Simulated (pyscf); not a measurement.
## Four-centre exchange: H₂N–NH₂ + silylene (SiH₂) [singlet] -> H₂N–NH–SiH: [singlet] + hydrogen (H₂)

Gas phase, singlet surface, charge 0. Bonds broken: N1–H3, Si7–H8. Bonds formed: N1–Si7, H3–H8. Structures and frequencies: ωB97X-D3(BJ)/def2-SVP in PySCF.

Transition state (Å):

```xyz
9

N     -1.4063     0.0840    -0.3540
N     -1.0918     0.4813     0.9646
H     -0.5661    -0.9892    -0.8574
H     -2.4149     0.0368    -0.4808
H     -0.4145    -0.1735     1.3587
H     -0.6275     1.3903     0.9469
Si    -0.3579     0.4246    -1.8932
H      0.1292    -1.2445    -1.4876
H      0.8203     0.8930    -1.0443
```

One imaginary mode, 1376i cm⁻¹; descent along it reached the two sides named, in the forms told below.

```csv
bond,change,reactant side (Å),saddle,product side
N1–H3,breaks,1.023,1.453,2.8
Si7–H8,breaks,1.532,1.785,3.8
N1–Si7,forms,2.018,1.893,1.720
H3–H8,forms,2.6,0.973,0.761
```

Electronic energies relative to the separated reactants (kcal/mol):

| level | barrier | reaction energy | reverse barrier |
|---|---|---|---|
| ωB97X-D3(BJ)/def2-TZVP | 1.4 | -27.6 | 29.0 |
| PBE/def2-TZVP | -4.1 | -28.4 | 24.3 |
| r²SCAN/def2-TZVP | -3.5 | -29.7 | 26.2 |
| B3LYP-D3(BJ)/def2-TZVP | 1.6 | -27.8 | 29.4 |
| PBE0-D3(BJ)/def2-TZVP | -2.2 | -27.0 | 24.8 |
| M06-2X/def2-TZVP | 1.5 | -28.7 | 30.2 |
| ωB97M-D3(BJ)/def2-TZVP | 2.5 | -26.6 | 29.0 |
| HF/def2-TZVP | 23.3 | -18.7 | 42.0 |

With ωB97M-D3(BJ)/def2-TZVP energies and thermal terms (ideal gas, 1 atm, RRHO with modes under 100 cm⁻¹ raised to 100, one conformer, R ln 2 for chiral ones without a mode under 150 cm⁻¹), in kcal/mol:

| T (K) | ΔH‡ | ΔG‡ | ΔH | ΔG |
|---|---|---|---|---|
| 298 | 1.5 | 12.2 | -28.6 | -26.5 |
| 600 | 1.6 | 23.1 | -27.5 | -24.8 |
| 900 | 2.2 | 33.7 | -26.6 | -23.6 |
| 1200 | 3.0 | 44.1 | -25.9 | -22.8 |

On the reactant side the descent ends in an adduct with a N–Si contact, 35.7 kcal/mol under the separated species and 37.1 kcal/mol under the saddle at ωB97X-D3(BJ)/def2-TZVP. At PBE, r²SCAN, PBE0-D3(BJ) the saddle lies under the separated reactants, which points to a path from their complex (located at ωB97X-D3(BJ) alone). What is counted as formed (N–Si) is already present as a longer contact in the reactant adduct; forming that adduct is a step of its own. At the saddle there is also a short H–Si contact that neither side keeps. H₂N–NH–SiH: [singlet] lies 64.2 kcal/mol over its isomer H₂N–Si:–NH₂ [singlet] (electronic energy, ωB97M-D3(BJ)/def2-TZVP). One saddle was located; it need not be the lowest between these sides.
